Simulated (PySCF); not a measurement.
**Atomic charges against the basis set**

C₂H₃B.
SMILES with atom numbers: `[BH2:1][C:2]#[CH:3]` (hydrogens: H4, H5 on B1; H6 on C3)

PBE0 throughout (PySCF), one geometry, spherical d and f functions. Geometry: PBE0-D3(BJ)/def2-SVP; no solvent, vibrations or thermal averaging. Atoms taken as equivalent share a column and are averaged.

Mulliken charges (e):

```
      basis  functions      B1      C2      C3   H4/H5      H6
   pcSseg-0         33  +0.216  -0.310  -0.262  +0.030  +0.296
    cc-pVDZ         57  +0.045  +0.127  -0.172  -0.017  +0.034
aug-cc-pVDZ         96  -1.057  -0.490  +1.158  +0.417  -0.443
    cc-pVTZ        132  -0.023  -0.158  -0.034  +0.025  +0.165
   IGLO-III        135  +0.267  -0.165  -0.177  -0.039  +0.154
   pcSseg-3        315  +0.246  -0.261  -0.136  +0.006  +0.139
```

IAO charges (e):

| basis | functions | B1 | C2 | C3 | H4/H5 | H6 |
| --- | --- | --- | --- | --- | --- | --- |
| pcSseg-0 | 33 | +0.008 | -0.125 | -0.141 | +0.028 | +0.202 |
| cc-pVDZ | 57 | +0.018 | -0.127 | -0.156 | +0.028 | +0.209 |
| aug-cc-pVDZ | 96 | +0.021 | -0.127 | -0.164 | +0.029 | +0.213 |
| cc-pVTZ | 132 | +0.022 | -0.129 | -0.163 | +0.028 | +0.214 |
| IGLO-III | 135 | +0.022 | -0.129 | -0.164 | +0.029 | +0.214 |
| pcSseg-3 | 315 | +0.023 | -0.129 | -0.164 | +0.028 | +0.214 |

Hirshfeld charges (e):

```tsv
basis	functions	B1	C2	C3	H4/H5	H6
pcSseg-0	33	+0.157	-0.108	-0.055	-0.049	+0.105
cc-pVDZ	57	+0.155	-0.109	-0.059	-0.046	+0.105
aug-cc-pVDZ	96	+0.158	-0.115	-0.061	-0.043	+0.105
cc-pVTZ	132	+0.156	-0.112	-0.060	-0.044	+0.105
IGLO-III	135	+0.156	-0.115	-0.061	-0.043	+0.105
pcSseg-3	315	+0.155	-0.114	-0.061	-0.043	+0.105
```

ESP-fitted charges (e):

```tsv
basis	functions	B1	C2	C3	H4/H5	H6
pcSseg-0	33	+0.486	-0.216	-0.271	-0.146	+0.293
cc-pVDZ	57	+0.381	-0.136	-0.315	-0.114	+0.299
aug-cc-pVDZ	96	+0.393	-0.122	-0.348	-0.118	+0.313
cc-pVTZ	132	+0.389	-0.121	-0.347	-0.117	+0.314
IGLO-III	135	+0.397	-0.129	-0.345	-0.118	+0.314
pcSseg-3	315	+0.387	-0.121	-0.346	-0.116	+0.312
```

Task: Which scheme is steadiest as the basis changes?

Result: Largest range over the bases for any column: Hirshfeld 0.01 e, IAO 0.02 e, ESP-fitted 0.11 e, Mulliken 1.42 e. Hirshfeld charges move least and Mulliken charges most, counted in e.

Task: How much do the charges still move between the two largest bases, IGLO-III and pcSseg-3?

Result: At most, over all atoms: Mulliken 0.096 e, IAO 0.001 e, Hirshfeld 0.001 e, ESP-fitted 0.010 e.

Task: What do the same runs give for the total energy, the frontier levels and the dipole moment?

Result: 
```tsv
basis	energy (Eh)	HOMO (eV)	LUMO (eV)	μ (D)
pcSseg-0	-102.4183	-8.17	-2.41	1.13
cc-pVDZ	-102.6400	-7.94	-2.31	1.04
aug-cc-pVDZ	-102.6439	-8.04	-2.45	0.98
cc-pVTZ	-102.6696	-8.04	-2.41	1.02
IGLO-III	-102.6737	-8.07	-2.45	0.98
pcSseg-3	-102.6789	-8.07	-2.45	0.98
```

The dipole is fixed by the density alone, so its range of 0.15 D shows that the density itself changes with the basis, not only its division among atoms.
